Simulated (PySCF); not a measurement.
# Computed spin Hamiltonian

Species: C₄H₈NO (doublet state).
Numbering: `[H]/[N:6]=[CH:5]\[CH2:4][O:3][CH:2][CH3:1]` (hydrogens: H7, H8, H9 on C1; H10 on C2; H11, H12 on C4; H13 on C5; H14 on N6)

Geometry (GFN2-xTB, Å), atoms numbered from 1 in this order:
```
atom  x, y, z in Å
C1    -1.586    0.028    0.650
C2    -0.703    1.221    0.476
O3    -0.023    1.438   -0.708
C4     0.705    0.357   -1.224
C5     1.706   -0.190   -0.223
N6     1.718    0.017    1.006
H7    -1.026   -0.908    0.612
H8    -2.077    0.092    1.617
H9    -2.363   -0.016   -0.124
H10   -1.045    2.168    0.866
H11    1.230    0.738   -2.104
H12    0.049   -0.469   -1.540
H13    2.472   -0.833   -0.649
H14    0.943    0.635    1.323
```

The hyperfine couplings belong to this conformer and change with its torsions.

Computed with UKS B3LYP, pcH-1 on C H N O, non-relativistic, mean-field spin-orbit, GIAO in PySCF 2.14.0. Geometry: GFN2-xTB, one conformer, isolated molecule. Couplings are sensitive to structure, and on GFN2-xTB geometries they can be far from those on DFT ones. No stability test was run, so a lower SCF solution isn't excluded.

```
g1, g2, g3        : 2.00204, 2.00292, 2.00409
g_iso             : 2.00301
Form of g         : rhombic: the two nearest values differ by 43 % of g3 − g1
⟨S²⟩              : 0.7536 (exact 0.7500)
α and β electrons : 24, 23
```

Hyperfine couplings atom by atom, in 10⁻⁴ cm⁻¹; T1 to T3 are the principal values of the dipolar part (1 × 10⁻⁴ cm⁻¹ = 2.998 MHz):

```csv
atom,isotope,a_iso,T1,T2,T3,Mulliken spin population
C1,13C,-2.8,-1.0,-0.9,1.8,-0.05
C2,13C,59.9,-24.0,-23.4,47.3,0.81
O3,17O,-5.4,-19.1,9.2,10.0,0.11
C4,13C,-1.5,-1.0,-0.3,1.3,0.00
C5,13C,-0.1,-0.9,0.3,0.6,-0.02
N6,14N,-0.1,-2.0,-1.6,3.5,0.08
H7,1H,15.2,-1.7,-1.4,3.1,0.02
H8,1H,1.2,-1.9,-1.3,3.2,0.00
H9,1H,37.3,-1.6,-0.7,2.3,0.06
H10,1H,-10.6,-10.6,-1.1,11.7,-0.03
H11,1H,-0.9,-1.1,-0.7,1.8,0.00
H12,1H,3.7,-1.0,-0.9,1.9,0.01
H13,1H,11.0,-0.6,-0.3,0.8,0.02
H14,1H,-9.8,-7.9,-4.5,12.4,0.00
```

The largest Mulliken spin populations are on C2 (+0.81), O3 (+0.11) and N6 (+0.08). C2 is the only atom above +0.15. The angles at C2 add up to 348.3°, so it is slightly pyramidal.

Axes: g3 points within 7° of the C2–H10 bond.

Under fast tumbling the dipolar parts average out, and these isotropic splittings remain: 3 × 1H (H7/H8/H9, I = 1/2, 4 lines) with 1.91 mT, 1 × 1H (H13, I = 1/2, 2 lines) with 1.17 mT, 1 × 1H (H10, I = 1/2, 2 lines) with 1.13 mT, 1 × 1H (H14, I = 1/2, 2 lines) with 1.05 mT and 2 × 1H (H11/H12, I = 1/2, 3 lines) with 0.15 mT.

Class means assume fast exchange of nuclei equivalent by connectivity; if that motion is slow, each nucleus keeps its own coupling. The three 1H nuclei of mean +53.7 MHz run from 3.5 to 111.9 MHz in the frozen geometry. The 1H value of +4.3 MHz is a mean of couplings from -2.6 to 11.1 MHz in this one geometry, not an average over conformers.

The 13C coupling of C2 (179.6 MHz) shows only in satellite lines or after enrichment, since that isotope makes up about 1.07 % of natural carbon.

The 17O coupling of O3 (-16.2 MHz) shows only in satellite lines or after enrichment, since that isotope makes up about 0.038 % of natural oxygen.
